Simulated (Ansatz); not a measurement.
Two shapes of singlet C6H6.

Shape 1:

```xyz
12

C     1.3986    0.0093    0.0002
C     0.7030    1.2131    0.0066
C    -0.6987    1.2178    0.0020
C    -1.3908   -0.0086   -0.0029
C    -0.6955   -1.1984   -0.0015
C     0.7054   -1.2136   -0.0025
H     2.4974    0.0031   -0.0008
H     1.2412    2.1468    0.0056
H    -1.2478    2.1631   -0.0038
H    -2.4971    0.0006    0.0039
H    -1.2433   -2.1583    0.0093
H     1.2390   -2.1540   -0.0086
```

Shape 2:

```xyz
12

C     1.3566    0.0132   -0.0293
C     0.7336    1.2373   -0.0184
C    -0.7330    1.1837   -0.0253
C    -1.3997   -0.0477   -0.0141
C    -0.7171   -1.2376   -0.0352
C     0.7418   -1.1853   -0.0042
H     2.4791    0.0123   -0.0476
H     1.2939    2.1553    0.0015
H    -1.2833    2.1480    0.0302
H    -2.4381   -0.0013    0.0031
H    -1.2206   -2.1799    0.0363
H     1.2124   -2.1906    0.0144
```

Basis set: STO-3G (spherical functions). Frozen core: 6 orbitals. Charge 0, multiplicity 1.

Computed with Ansatz (development build ahead of 0.2.0); each method stands on the lowest determinant of its kind that the runs found.

**Question.** Which shape is lower in energy, and by how much in each method?

**Answer.**

| method | E(2) − E(1) (eV) |
| --- | --- |
| RHF | 0.589 |
| RHF-MP2 | 0.518 |

Shape 1 is lower.
